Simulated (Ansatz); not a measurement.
A nudged elastic band was laid between two geometries of AlFH3N (6 atoms, charge 0, multiplicity 1).

Level of theory: Ansatz, RKS PBE0-D4/def2-SVP.

```
movable images  : 9
climbing image  : yes
spring          : 5.0 eV/Å²
optimiser       : quadratic models (default)
start path      : through a guess of the saddle point
force threshold : 0.05 eV/Å
iteration limit : 60
end points      : relaxed
```

First end point:

```xyz
6
Properties=species:S:1:pos:R:3
Al 0.592 0.034 0.083
N 0.962 -0.037 1.803
H 0.279 -0.137 2.546
H 1.897 0.017 2.195
H 1.703 0.192 -1.021
F -1.011 -0.069 -0.364
```

Last end point:

```xyz
6
Properties=species:S:1:pos:R:3
Al -0.540 -1.098 0.342
N 1.106 0.096 1.367
H 0.834 0.594 2.217
H 1.966 -0.413 1.580
H 1.312 0.787 0.642
F -0.256 0.035 -0.907
```

(1) What changes between the two ends?

(2) Give the energies along the band, and the barrier.

(3) What is the geometry of the highest image?

Results:

(1) Bonds broken: Al1–N2, Al1–H5. Bonds formed: N2–H5.

(2) The run converged. The highest image is number 4 of 0 to 10, 272.6 kJ/mol above the first end and 191.0 kJ/mol above the last; the last end lies 81.6 kJ/mol above the first. The profile has 3 maxima (images 2, 4, 7) with wells between them (images 3, 5): this band takes more than one step, which may be the mechanism or a detour left from its start path. Neighbouring images differ by up to 2.5 eV, so the band resolves the path poorly. A vibrational analysis at the climbing image gives one clearly imaginary mode, 1373i cm⁻¹: a first-order saddle point. The orbitals stay closed-shell, which can raise the energy where a bond breaks towards radicals; this wasn't checked here.

| image | path coordinate (Å) | energy (kJ/mol) | Al1–N2 (Å) | Al1–H5 (Å) | N2–H5 (Å) |
| --- | --- | --- | --- | --- | --- |
| 0 | 0.00 | 0.0 | 1.76 | 1.57 | 2.93 |
| 1 | 1.19 | 30.3 | 1.78 | 1.57 | 2.98 |
| 2 | 2.39 | 36.3 | 1.78 | 1.59 | 3.15 |
| 3 | 3.58 | 34.6 | 1.75 | 1.55 | 2.58 |
| 4 | 4.77 | 272.6 | 1.89 | 1.71 | 1.52 |
| 5 | 6.14 | 81.6 | 2.28 | 2.87 | 1.02 |
| 6 | 7.51 | 83.0 | 2.25 | 2.93 | 1.02 |
| 7 | 8.88 | 139.0 | 3.43 | 3.05 | 1.02 |
| 8 | 10.25 | 123.4 | 2.86 | 2.90 | 1.02 |
| 9 | 11.62 | 82.7 | 2.27 | 2.78 | 1.02 |
| 10 | 12.99 | 81.6 | 2.28 | 2.66 | 1.02 |

(3) 
```xyz
6
Properties=species:S:1:pos:R:3
Al 0.085 -0.371 -0.094
N 1.058 -0.013 1.484
H 1.401 -0.850 1.963
H 1.182 0.801 2.102
H 1.769 -0.368 0.185
F -1.072 0.802 -0.398
```

Time of the run: 3.9 min on 1 thread of Intel(R) Xeon(R) 6975P-C (Granite Rapids), with other jobs on the host, peak memory 0.14 GiB.
